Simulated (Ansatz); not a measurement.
# BHOF+: one structure at several levels

The atoms stand at a frame of a short trajectory. How far do the functionals agree with CCSD(T) there?

Method: single points in def2-TZVPP; program: Ansatz 0.2.0, Gaussian basis.

Correlated methods freeze the cores.

### 1 Starting geometry

SMILES `[OH+]=BF`, 4 atoms, charge 1, spin multiplicity 1.

Atoms are counted from 1 here; the program's logs count them from 0.

Bond lengths: O1–B2 1.302 Å, O1–H4 1.035 Å, B2–F3 1.223 Å. Angles: B2–O1–H4 115.8°, O1–B2–F3 166.3°.

As a file:

```xyz
4
charge 1, multiplicity 1
O     0.6137   -0.4667    0.0435
B    -0.3724    0.3760   -0.0737
F    -1.4494    0.9280   -0.2532
H     1.5622   -0.0702   -0.0796
```

### 2 PBE-D4/def2-TZVPP

Input file run/in.yaml:

```yaml
crystal:
  periodic: [false, false, false]
  atoms:
    - {symbol: O, position_ang: [0.613674, -0.466741, 0.043514]}
    - {symbol: B, position_ang: [-0.372355, 0.375997, -0.073727]}
    - {symbol: F, position_ang: [-1.449357, 0.927976, -0.253194]}
    - {symbol: H, position_ang: [1.562200, -0.070192, -0.079642]}
basis:
  gaussian: {orbitals: def2-TZVPP}
total_charge: 1
hamiltonian: {xc: pbe, dispersion: d4}
output: {forces: true}
```

The run is started by

```
$ ansatz run in.yaml --threads 2 --pin off --events-out ev --progress --plain --max-ram 3481MiB
```

### 3 r2SCAN-D4/def2-TZVPP

Changes to run/in.yaml since step 2:

```diff
@@ -10,3 +10,3 @@
 total_charge: 1
-hamiltonian: {xc: pbe, dispersion: d4}
+hamiltonian: {xc: r2scan, dispersion: d4}
 output: {forces: true}
```

### 4 PBE0-D4/def2-TZVPP

Changes to run/in.yaml since step 3:

```diff
@@ -10,3 +10,3 @@
 total_charge: 1
-hamiltonian: {xc: r2scan, dispersion: d4}
-output: {forces: true}
+hamiltonian: {xc: pbe0, dispersion: d4}
+output: {forces: true, orbitals: {seedname: orbitals}}
```

### 5 wB97M-V/def2-TZVPP

Changes to run/in.yaml since step 4:

```diff
@@ -10,3 +10,3 @@
 total_charge: 1
-hamiltonian: {xc: pbe0, dispersion: d4}
-output: {forces: true, orbitals: {seedname: orbitals}}
+hamiltonian: {xc: {name: wB97M-V}}
+output: {forces: true}
```

### 6 CCSD(T)/def2-TZVPP

Changes to run/in.yaml since step 5:

```diff
@@ -10,3 +10,3 @@
 total_charge: 1
-hamiltonian: {xc: {name: wB97M-V}}
+correlation: {method: ccsd_t}
 output: {forces: true}
```

(Steps that only read results are left out.)

What does the calculation give? Wanted: energy less free atoms, CCSD(T)/def2-TZVPP; RMS force component; RMS force error; HOMO and LUMO, PBE0-D4; T1 diagnostic.

**Answer**, as computed:

| quantity | value |
| --- | --- |
| energy less free atoms, CCSD(T)/def2-TZVPP | -8.429 eV |
| RMS force component | 1.359 to 1.466 eV/Å over the methods |
| RMS force error | PBE-D4 0.227, r2SCAN-D4 0.135, PBE0-D4 0.209, wB97M-V 0.140 eV/Å |
| HOMO and LUMO, PBE0-D4 | -19.19 and -8.38 eV |
| T1 diagnostic | 0.016 |

In words: Against CCSD(T) the functionals' energies less atoms differ by -1.144 to -0.417 eV, PBE-D4 by -1.144 eV. A larger basis would deepen the CCSD(T) value, while the functionals are nearly converged already, so the order here is not reliable. For forces r2SCAN-D4 does best and PBE-D4 worst. Frozen-core CCSD(T) forces in triple zeta carry basis errors of their own, and this is one geometry, so small gaps rank nothing.
